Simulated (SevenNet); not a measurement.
Zinc-blende HgS (metastable phase)

Computed with the machine-learned potential SevenNet-l3i5 (trained on PBE and PBE+U data).

Cell (relaxed at this level):

HgS has the cubic space group F-43m (No. 216), the zinc blende structure, Pearson symbol cF8. Conventional cell: a = b = c = 6.0063 Å, α = β = γ = 90.00°. Hg on 4a has 4 S at 2.601 Å (tetrahedral). S on 4c is coordinated by 4 Hg at 2.601 Å (tetrahedral). (Neighbours: up to the widest gap in distance over summed covalent radii, below 1.35, at either atom; cation-cation and far metal-metal contacts left out.)
(The calculation used a cell of 2 atoms; values per cell refer to that cell.)

| Property | Value |
|---|---|
| elastic constant C11 | 60.1 GPa |
| elastic constant C12 | 44.0 GPa |
| elastic constant C44 | 19.1 GPa |
| zone-centre TO phonon frequency | 166 cm⁻¹ |

Measured, for comparison: elastic constant C11 67.5 GPa, elastic constant C12 51.9 GPa, elastic constant C44 24.2 GPa (room temperature, no zero-point or thermal correction, iron-doped crystal; as tabulated in Elastic Constants of beta-HgS, Acta Phys. Pol. A 94); zone-centre TO phonon frequency 177 cm⁻¹ (temperature not stated, no zero-point or thermal correction; as tabulated in Szuszkiewicz, Witkowska, Jouanne, Raman spectroscopy of cubic HgS:Fe, Acta …). Computed (rounded) less measured: elastic constant C11 -11 %, elastic constant C12 -15 %, elastic constant C44 -21 %, zone-centre TO phonon frequency -6 %.

A machine-learned potential is trained on density-functional data: it inherits that level's misses and adds fitting errors of its own.

Note: no long-range dipole term: LO-TO splitting at the zone centre is missing; this model's volume lies 8 % above that of the starting cell (a measured, published or database cell).

Elastic constants are with the ions relaxed.
